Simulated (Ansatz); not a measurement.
C2H3F2N can be A, `CN=C(F)F`, or B, `NC=C(F)F`.

Program: Ansatz. Geometries: PBE0-D4/def2-TZVP. ΔE: electronic, gas phase. CBS: MP2 limit from def2 TZ/QZ plus the TZ coupled-cluster correction, frozen cores. Functionals use def2-TZVPP. B3LYP here is the variant with VWN-RPA as its local correlation; programs differ in this. One conformer a species, not always the lowest.

A:

```xyz
8

C     0.7357    0.3708   -0.6816
N    -0.0699   -0.7248   -0.2021
C    -0.8524   -0.5712    0.7355
F    -1.0925    0.5285    1.4318
F    -1.6073   -1.5297    1.2103
H     1.7873    0.0834   -0.6209
H     0.5907    1.3074   -0.1362
H     0.5086    0.5356   -1.7369
```

B:

```xyz
8

N     0.806    0.494   -0.914
C     0.286    0.223    0.354
C    -0.888   -0.336    0.586
F    -1.435   -0.481    1.778
F    -1.697   -0.788   -0.361
H     1.786    0.267   -0.992
H     0.288    0.050   -1.659
H     0.853    0.570    1.208
```

(1) Which isomer does CCSD(T)/CBS put lower? Give the gap. (Best estimate.)

(2) Give E(B) − E(A) in kcal/mol with ωB97M-V, MP2/def2-TZVPP, CCSD(T)/def2-TZVPP, BLYP-D4, LDA (SPW92), HF/def2-TZVPP, B3LYP-D4. (Estimate.)

(3) Does the order hold for the free energy at 298.15 K (harmonic terms from PBE0-D4)? (Best estimate.)

Largest T1 diagnostic: 0.012.

Answers

(1) The calculation gave: A, by 8.7 kcal/mol.

(2) The calculation gave: ωB97M-V 9.4, MP2/def2-TZVPP 11.0, CCSD(T)/def2-TZVPP 10.3, BLYP-D4 9.1, LDA (SPW92) 7.3, HF/def2-TZVPP 11.9, B3LYP-D4 9.1. None reverses the order clearly.

(3) Computed: Yes: G(B) − G(A) = +9.2 kcal/mol, for one conformer each.

Leaving LDA and LC-ωPBE aside and taking each functional with its dispersion term where it has one, the values, not all of them listed here, spread over 1.6 kcal/mol, from PBE-D4 to ωB97X-V. LDA lies −1.6 kcal/mol from PBE without D4. At CCSD(T), def2-SVP lies +4.4 kcal/mol from the extrapolated value and def2-TZVPP +1.6 kcal/mol.
